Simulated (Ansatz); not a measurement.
Geometry optimisation, RKS PBE/def2-mTZVP in Ansatz.

Input:

```yaml
crystal:
  periodic: [false, false, false]
  atoms:
    - { symbol: Si, position_ang: [-0.101915, -0.072088, -0.95317] }
    - { symbol: C, position_ang: [1.396296, 0.059065, 1.72883] }
    - { symbol: H, position_ang: [0.308124, -0.060551, 1.628048] }
    - { symbol: H, position_ang: [1.807416, -0.853781, 2.176139] }
    - { symbol: H, position_ang: [1.584881, 0.923306, 2.377778] }
    - { symbol: H, position_ang: [1.902947, 0.229693, 0.762565] }
    - { symbol: H, position_ang: [-0.977798, 0.963325, -0.211145] }
    - { symbol: Cl, position_ang: [-1.332852, -1.735669, -0.470045] }
basis:
  gaussian: { orbitals: def2-mTZVP }
hamiltonian:
  xc: pbe
relax:
  f_tol: 0.03
  max_steps: 50
output:
  orbitals: {}
```

Launched with:

```bash
$ ansatz run input.yaml --threads 2 --pin off --max-ram 3072MiB --backend cpu --events-out ev --progress --plain --runs-dir out
```

Q: Where does it end, and by what steps?

A: The forces met the threshold. After 6 steps the energy has fallen by 0.025 eV; H3 moved furthest, 0.45 Å.

```
step  energy less start (eV)  largest force component (eV/Å)  accepted
   0                  0.0000                           0.143       yes
   1                 -0.0158                           0.218       yes
   2                 -0.0196                           0.172       yes
   3                 -0.0223                           0.104       yes
   4                 -0.0236                           0.074       yes
   5                 -0.0243                           0.045       yes
   6                 -0.0246                           0.013       yes
```

```xyz
8
Properties=species:S:1:pos:R:3
Si -0.104 -0.049 -1.115
C 1.390 0.046 1.832
H 0.331 -0.101 2.076
H 1.974 -0.811 2.188
H 1.752 0.973 2.291
H 1.532 0.123 0.737
H -0.976 0.987 -0.369
Cl -1.312 -1.714 -0.602
```

The run took 9.6 s on 2 threads of Arm Neoverse V1 (shared host), peak memory 0.14 GiB.
